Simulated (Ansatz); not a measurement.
# Correlation methods on C2H, doublet

Computed with Ansatz's Gaussian-basis code (development build); BCCD by scripts on PySCF. Settings: STO-3G; 2 core orbitals frozen; no relativity. Perturbation and coupled-cluster methods stand on the Hartree–Fock determinant that coupled cluster favours; RHF here means ROHF, with semicanonical perturbation theory. The state met can differ between shapes. Small basis; these aren't basis-limit values. The unrestricted determinant is a mixture of spins, so it may stand for another state.

Shape A. A bond is stretched, to 1.39 times the sum of the covalent radii.

```xyz
3

C     0.0000    0.0000    0.0000
H     0.0000    0.0000   -1.4867
C     0.0000    0.0000    1.2170
```

Shape B. A bond is stretched, to 1.83 times the sum of the covalent radii.

| atom | x (Å) | y (Å) | z (Å) |
| --- | --- | --- | --- |
| C | 0.0000 | 0.0000 | 0.0000 |
| H | 0.0000 | 0.0000 | -1.9579 |
| C | 0.0000 | 0.0000 | 1.2170 |

Shape C. A bond is stretched, to 1.80 times the sum of the covalent radii.

```xyz
3

C     0.0000    0.0000    0.0000
H     0.0000    0.0000   -1.0470
C     0.0000    0.0000    2.7382
```

Correlation energy of CCSD(T), then each method's total less that of CCSD(T), in eV:

| case | E corr CCSD(T) | CCSD | BCCD | BCCD(T) | determinant |
| --- | --- | --- | --- | --- | --- |
| A RHF | -5.167 | +0.038 | +0.040 | 0.000 | – |
| B RHF | -6.733 | +0.122 | +0.148 | 0.000 | – |
| B UHF | -3.579 | +0.046 | -0.018 | -0.123 | ⟨S²⟩ = 2.216 |
| C UHF | -1.121 | +0.007 | +0.005 | -0.005 | ⟨S²⟩ = 2.707 |

Question: Give full CI less CCSD(T). Is CCSD(T) good to 1 kcal/mol?

Answer: A RHF: -0.057 eV (outside); B RHF: +0.001 eV (within); B UHF: -0.200 eV (outside, spin-contaminated determinant); C UHF: -0.039 eV (within, spin-contaminated determinant).

Several Brueckner solutions were met.
